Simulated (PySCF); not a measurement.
Isomers of H3SSi (doublet state). Method used: PBE0-D3(BJ)/def2-SVP geometry optimisation, gas phase (PySCF 2.14.0). One conformer each; no zero-point energy, no entropy. No frequencies were run at this level. Point groups hold within 0.08 Å. The open-shell SCF solutions weren't tested for stability.

Question: Order them by energy at this level, lowest first, and give relative energies in kJ/mol.
A. `[SiH2:1][SH:2]` (doublet state) with H–Si1–S2–H 175° and 55°
B. `[S][SiH3]` [radical]

Answer: A (0.0), B (4.8).

As drawn, the lower has an S–H bond, which the higher lacks. Neighbours under 21 kJ/mol apart ([SiH2]S and [SiH3][S]) can change places with a better method, another conformer or zero-point energy. Both arise from one parent by loss of a hydrogen atom ([SiH2]S: H removed from Si; [SiH3][S]: H removed from S), so the differences are those of the electronic X–H dissociation energies at this level.

| SMILES | E (Eh) | E rel (kJ/mol) | dipole (D) | point group | A, B, C (MHz) | ⟨S²⟩ |
| --- | --- | --- | --- | --- | --- | --- |
| [SiH2]S | -688.97961 | 0.0 | 1.07 | C1 | 88487, 6623, 6326 | 0.752 |
| [SiH3][S] | -688.97779 | 4.8 | 1.11 | near C3v | 84700, 6437, 6437 | 0.754 |

As an exercise, what shares would exp(−E/RT) give at 298.15 K from these electronic energies alone (no entropy, no degeneracies)?

RT = 2.479 kJ/mol: [SiH2]S 87.3 %, [SiH3][S] 12.7 %.
